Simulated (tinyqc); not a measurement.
The integration grid: Kohn-Sham R2SCAN on finer and finer grids in the sto-6g basis, for CO, spin multiplicity 1. Computed by the program tinyqc with PySCF. 

Geometry (angstrom):

| atom | x | y | z |
|---|---|---|---|
| C | 0.0000 | 0.0000 | 0.0000 |
| O | 0.0000 | 0.0000 | 1.0650 |

Self-consistent on each grid; the net force on the molecule should vanish.

Kohn-Sham energy on Becke grids (radial x angular points per atom):

| grid | points | residual of the electron count | E (hartree) | E - finest (mhartree) | largest net force without grid terms (hartree/bohr) |
|---|---|---|---|---|---|
| 10 x 14 | 273 | -3.20e-03 | -112.724701 | 63.556766 | 2.06e-01 |
| 15 x 26 | 769 | 2.57e-02 | -112.781558 | 6.700080 | 5.48e-02 |
| 20 x 50 | 1985 | 6.40e-04 | -112.795538 | -7.279889 | 2.19e-02 |
| 30 x 86 | 5137 | 1.55e-05 | -112.787687 | 0.570943 | 2.05e-02 |
| 50 x 194 | 19362 | -1.68e-06 | -112.788122 | 0.136178 | 1.17e-02 |
| 75 x 302 | 45244 | 1.55e-07 | -112.788208 | 0.050315 | 1.64e-03 |
| 120 x 590 | 141382 | -1.69e-08 | -112.788258 | 0.000000 | 1.85e-04 |

The energy is within 0.1 mhartree of the finest grid first at 75 x 302. The error has both signs, since quadrature is not variational. The electron count and the net force are cheap signs of a poor grid.
